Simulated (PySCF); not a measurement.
# Two-photon absorption: `C(/C=C)=C\C#N`, C$_{5}$H$_{5}$N

Molfile (atoms numbered from 1):
```
C5H5N
     RDKit          3D

 11 10  0  0  0  0  0  0  0  0999 V2000
   -1.9454    0.8692   -0.7412 C   0  0  0  0  0  0  0  0  0  0  0  0
   -0.9838    0.6052    0.1438 C   0  0  0  0  0  0  0  0  0  0  0  0
    0.1660   -0.2078   -0.1631 C   0  0  0  0  0  0  0  0  0  0  0  0
    1.1377   -0.4761    0.7217 C   0  0  0  0  0  0  0  0  0  0  0  0
    2.2603   -1.2772    0.3985 C   0  0  0  0  0  0  0  0  0  0  0  0
    3.1805   -1.9273    0.1529 N   0  0  0  0  0  0  0  0  0  0  0  0
   -2.7989    1.4838   -0.4842 H   0  0  0  0  0  0  0  0  0  0  0  0
   -1.9039    0.4755   -1.7513 H   0  0  0  0  0  0  0  0  0  0  0  0
   -1.0468    1.0107    1.1505 H   0  0  0  0  0  0  0  0  0  0  0  0
    0.2358   -0.6176   -1.1670 H   0  0  0  0  0  0  0  0  0  0  0  0
    1.0986   -0.0827    1.7326 H   0  0  0  0  0  0  0  0  0  0  0  0
  1  2  2  0
  2  3  1  0
  3  4  2  0
  4  5  1  0
  5  6  3  0
  1  7  1  0
  1  8  1  0
  2  9  1  0
  3 10  1  0
  4 11  1  0
M  END
```

The calculation used TDDFT CAM-B3LYP/def2-TZVPD excited states, vertical, gas phase (PySCF). Geometry: PBE0-D3(BJ)/def2-TZVP.

(1) Give the one- and two-photon strengths of the lowest singlets.

Answers

(1) δ for parallel linear polarisation; σ at the peak of a Lorentzian of half width 0.1 eV, single beam; Ω is circular over linear.
```csv
state,E (eV),f,photon λ (nm),δ (au),σ (GM),Ω,main
S1,5.25,0.829,472,4.03,0.04,1.22,HOMO→LUMO 0.96
S2,6.23,0.000,398,<0.1,0.00,–,HOMO−1→LUMO 0.88
S3,6.54,0.001,379,19.9,0.31,1.50,"HOMO→LUMO+1 0.63, HOMO→LUMO+2 0.11"
S4,6.88,0.010,361,36.2,0.63,1.50,"HOMO→LUMO+2 0.56, HOMO→LUMO+1 0.23"
S5,6.98,0.002,355,3100,55.23,0.66,"HOMO−2→LUMO 0.73, HOMO→LUMO+4 0.20"
S6,7.07,0.005,351,37.9,0.69,1.50,"HOMO→LUMO+3 0.41, HOMO→LUMO+6 0.14"
```

Among these, the strongest one-photon state is S1, the strongest two-photon state S5, with a dipole change of 0.7 D (relaxed, norm of the difference vector).
